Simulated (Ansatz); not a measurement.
Basis-set extrapolation for CHClF2, SMILES `FC(F)Cl` (PBE0-D4/def2-TZVP geometry, frozen core, Ansatz 0.2.0). Multiplicity 1, RHF reference.

|  | def2-TZVPP | def2-QZVPP |
| --- | --- | --- |
| HF | -696.937765 | -696.960891 |
| MP2 correlation | -0.849894 | -0.929134 |
| CCSD(T) correlation | -0.901472 | not run |

Energies in hartree. Use E(X) = E(∞) + A·exp(−7.88·√X) for Hartree–Fock and E(X) = E(∞) + B·X^(−2.97) for correlation, with X = 3 and 4, and add CCSD(T) minus MP2 of the smaller set to the MP2 limit.

Task: What is the CCSD(T) energy at the basis-set limit?

Result: HF limit: -696.960891 + (-0.023126) × 0.13774 = -696.96408. MP2 limit: -0.929134 + (-0.079240) × 0.74074 = -0.98783. Higher-order term: -0.901472 − (-0.849894) = -0.05158. Total: -698.00349 hartree, 103.1 kcal/mol below CCSD(T)/def2-TZVPP.
